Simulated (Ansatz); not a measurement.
# HGe–GeH, quintet: the ladder up to RCCSDTQ

Geometry: that of the HGe–GeH, triplet, kept fixed. The triplet lies 2.7 eV lower here.

```tsv
atom	x (Å)	y (Å)	z (Å)
Ge	0.0000	-0.0625	1.2017
Ge	0.0000	0.0625	-1.2017
H	0.0000	1.4524	1.6545
H	0.0000	-1.4524	-1.6545
```

Basis cc-pVDZ; Ansatz 0.2.0. Correlated methods freeze the noble-gas cores and the filled d shells of p-block atoms, which leaves 10 electrons in 36 orbitals. R marks a restricted (for open shells ROHF) determinant, U an unrestricted one. Active spaces: valence = (10e, 10o) chosen from the atoms' valence shells. No spin–orbit coupling is included, and no scalar relativity.

Full CI isn't at hand for all of this; RCCSDTQ serves as the reference, and is uncertain by about the last step of the cluster series. The frozen core follows each run's orbitals, which can shift R against U totals by a few meV for light atoms and by up to 0.1 eV past Ca.

For open shells CISD is restricted-active-space CI with the open shells as a complete middle space.

```
UHF ⟨S²⟩                          : 6.011
T1 diagnostic (RCCSD)             : 0.0238
largest doubles amplitude (RCCSD) : 0.045
```

```json
{"level": "RHF", "E − E(RCCSDTQ) (kcal/mol)": "99.87", "share of correlation (%)": "0.00", "wall time": "–"}
{"level": "RMP2", "E − E(RCCSDTQ) (kcal/mol)": "23.80", "share of correlation (%)": "76.17", "wall time": "–"}
{"level": "CISD", "E − E(RCCSDTQ) (kcal/mol)": "8.82", "share of correlation (%)": "91.16", "wall time": "5 s"}
{"level": "RCCSD", "E − E(RCCSDTQ) (kcal/mol)": "3.50", "share of correlation (%)": "96.49", "wall time": "–"}
{"level": "RCCSD(T)", "E − E(RCCSDTQ) (kcal/mol)": "0.85", "share of correlation (%)": "99.15", "wall time": "4.3 s"}
{"level": "BCCD(T)", "E − E(RCCSDTQ) (kcal/mol)": "0.84", "share of correlation (%)": "99.16", "wall time": "4.8 s"}
{"level": "RCCSDT", "E − E(RCCSDTQ) (kcal/mol)": "0.13", "share of correlation (%)": "99.86", "wall time": "–"}
{"level": "RCCSDT(Q)", "E − E(RCCSDTQ) (kcal/mol)": "0.02", "share of correlation (%)": "99.98", "wall time": "17 s"}
{"level": "CASSCF (valence space)", "E − E(RCCSDTQ) (kcal/mol)": "70.09", "share of correlation (%)": "29.81", "wall time": "–"}
{"level": "NEVPT2 (valence space)", "E − E(RCCSDTQ) (kcal/mol)": "19.03", "share of correlation (%)": "80.95", "wall time": "7.5 s"}
{"level": "MRCISD (valence space)", "E − E(RCCSDTQ) (kcal/mol)": "5.07", "share of correlation (%)": "94.92", "wall time": "–"}
{"level": "MRCISD+Q (valence space)", "E − E(RCCSDTQ) (kcal/mol)": "0.58", "share of correlation (%)": "99.41", "wall time": "12 s (H100)"}
{"level": "MRCISD+Q(relaxed) (valence space)", "E − E(RCCSDTQ) (kcal/mol)": "-0.27", "share of correlation (%)": "100.27", "wall time": "13 s (H100)"}
```

The correlation energy at RCCSDTQ, counted from RHF, is -4.331 eV. That run took 63 s on 2 threads of AMD EPYC 7R13 with a shared H100 80 GB, shared host.

Run but not shown, since their state or frozen core can't be matched to the reference's or they repeat it: UHF, UMP2, UCCSD, UCCSD(T), UCCSDT, UCCSDT(Q).

Times hold each run's SCF and search for its determinant on a shared host, so for small cases they say little of a method's own cost; rows without a card ran on 1 thread of AMD EPYC 7R13.

Natural occupations of CASSCF (valence space) about the gap: 1.982 1.973 1.956 1.008 1.002 0.999 0.998 0.035 0.024 0.022; effectively unpaired electrons, Σ n²(2−n)², 4.02.
